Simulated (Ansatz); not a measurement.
C$_{6}$H$_{8}$, SMILES `C=CCC#CC`. Total charge 0; spin multiplicity 1.

| atom | x (Å) | y (Å) | z (Å) |
| --- | --- | --- | --- |
| C1 | 0.550 | -2.827 | -0.263 |
| C2 | -0.244 | -1.778 | -0.410 |
| C3 | -0.616 | -0.838 | 0.699 |
| C4 | -0.307 | 0.550 | 0.382 |
| C5 | -0.046 | 1.688 | 0.096 |
| C6 | 0.272 | 3.062 | -0.242 |
| H7 | 1.000 | -3.069 | 0.695 |
| H8 | 0.781 | -3.482 | -1.095 |
| H9 | -0.672 | -1.551 | -1.383 |
| H10 | -0.104 | -1.134 | 1.621 |
| H11 | -1.692 | -0.923 | 0.900 |
| H12 | 0.813 | 3.117 | -1.190 |
| H13 | -0.635 | 3.666 | -0.337 |
| H14 | 0.900 | 3.520 | 0.527 |

(1) Give the diagnostics of a CCSD(T)/def2-TZVPP run (frozen core, Ansatz). (An estimate is asked.)

Results:

(1) Computed: T1 = 0.0109, largest single amplitude 0.014, largest double 0.045, (T) share of the correlation energy 4.5 %, 9 CCSD cycles. The RHF solution is stable towards an unrestricted one. T1 lies under the customary mark of 0.02 for closed shells.
